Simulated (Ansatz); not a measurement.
Geometry optimisation, RKS PBE-D4/def2-mTZVP in Ansatz 0.2.0.

The input (input.yaml):

```yaml
crystal:
  periodic: [false, false, false]
  atoms:
    - { symbol: Al, position_ang: [0.126335, 0.0, 0.244113] }
    - { symbol: H, position_ang: [0.456694, 0.0, 1.758459] }
    - { symbol: Cl, position_ang: [2.271889, 0.0, -0.132562] }
    - { symbol: Cl, position_ang: [-1.488119, 0.0, -1.08081] }
basis:
  gaussian: { orbitals: def2-mTZVP }
hamiltonian:
  xc: pbe
  dispersion: d4
relax:
  f_tol: 0.03
  max_steps: 50
```

Command:

```bash
$ ansatz run input.yaml --threads 2 --pin off --max-ram 3072MiB --backend cpu --events-out ev --progress --plain --runs-dir out
```

Problem. Where does it end, and by what steps?

Solution. It converged. After 4 steps the energy has fallen by 0.547 eV; H2 moved furthest, 0.39 Å.

```csv
step,energy less start (eV),largest force component (eV/Å),accepted
0,0.0000,1.667,yes
1,-0.3832,1.032,yes
2,-0.5203,1.018,yes
3,-0.5426,0.259,yes
4,-0.5467,0.020,yes
```

```xyz
4
Properties=species:S:1:pos:R:3
Al 0.321 0.000 0.339
H 0.089 0.000 1.898
Cl 2.267 0.000 -0.457
Cl -1.310 0.000 -0.991
```

Whether the end is a true minimum wasn't checked by a vibrational analysis.

Time of the run: 2.4 s on 2 threads of Intel(R) Xeon(R) 6975P-C (Granite Rapids), on a shared host, peak memory 0.14 GiB.
